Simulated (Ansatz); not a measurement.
# Al₂H (quartet): B2PLYP, RPA-PBE over a scan of the distance Al1–H3, 6-31G

Aim: run Al₂H (quartet) with these functionals over a scan of the distance Al1–H3, and hold them against the top wave-function level at the same points.

Method: 6-31G, all electrons in the functionals, frozen cores in the correlation of double hybrids and RPA; program: Ansatz 0.2.0, Gaussian basis.

To be run: B2PLYP, RPA-PBE, at 1.253 Å; 1.429 Å; 1.583 Å; 1.718 Å; 1.934 Å; 2.206 Å; 2.539 Å; 2.970 Å; 3.477 Å; 4.371 Å; 5.440 Å.

19 further runs of the same task are left out: 17 that didn't finish, 2 set aside as unsound or not needed.

## Step 1: The geometry

The geometry derives from a PBE0/def2-TZVP stationary point (not a proven minimum). One bond is set to the value named and the two fragments are kept rigid.

3 atoms, charge 0, spin multiplicity 4.

Atoms are counted from 1 here; the program's logs count them from 0.

Bond lengths: Al1–Al2 2.360 Å, Al1–H3 1.583 Å. Angles: Al2–Al1–H3 180.0°.

As a file:

```xyz
3

Al    0.00000    0.00000    0.25906
Al    0.00000    0.00000   -2.10136
H     0.00000    0.00000    1.84230
```

No dispersion term is added.

The geometry shown and the zero of energy belong to the point 1.583 Å. The yardstick, FCI, and other wave-function levels (R restricted, U unrestricted, valence and pair active spaces) come from earlier runs.

## Step 2: B2PLYP, 1.253 Å

The input, in.yaml:

```yaml
crystal:
  periodic: [false, false, false]
  atoms:
    - {symbol: Al, position_ang: [0.000000, 0.000000, 0.369139]}
    - {symbol: Al, position_ang: [0.000000, 0.000000, -1.991277]}
    - {symbol: H, position_ang: [0.000000, 0.000000, 1.622139]}
basis:
  gaussian: {orbitals: 6-31G}
magnetization: {spin_polarized: true, initial_magnetization: 3}
hamiltonian: {xc: {name: B2PLYP}}
correlation: {electrons: outside_noble_gas}
```

Started as:

```console
ansatz run in.yaml --threads 1 --pin off --events-out ev --progress --plain --max-ram 2393MiB
```

Further steps of the session: B2PLYP, 1.429 Å; B2PLYP, 1.583 Å; B2PLYP, 1.718 Å; B2PLYP, 1.934 Å; B2PLYP, 2.206 Å; B2PLYP, 2.539 Å; B2PLYP, 2.970 Å; B2PLYP, 3.477 Å; B2PLYP, 4.371 Å; B2PLYP, 5.440 Å; RPA-PBE, 1.253 Å; RPA-PBE, 1.429 Å; RPA-PBE, 1.583 Å; RPA-PBE, 1.718 Å; RPA-PBE, 1.934 Å; RPA-PBE, 2.206 Å; RPA-PBE, 2.539 Å; RPA-PBE, 2.970 Å; RPA-PBE, 3.477 Å; RPA-PBE, 4.371 Å; RPA-PBE, 5.440 Å.

**Question.** What will the summary of the whole plan be? Wanted: span of the FCI curve; largest miss, B2PLYP; largest miss, RPA-PBE.

As calculated:

| quantity | value |
| --- | --- |
| span of the FCI curve | 1.777 eV |
| largest miss, B2PLYP | +0.262 eV (2.539 Å) |
| largest miss, RPA-PBE | -0.194 eV (5.440 Å) |

**Reading.** Of the functionals, RPA-PBE keep the smallest largest miss at the points compared (at most 0.194 eV) and B2PLYP strays most (0.262 eV, at 2.539 Å). Functionals and the yardstick converge differently with the basis, so part of each miss in 6-31G is the basis.
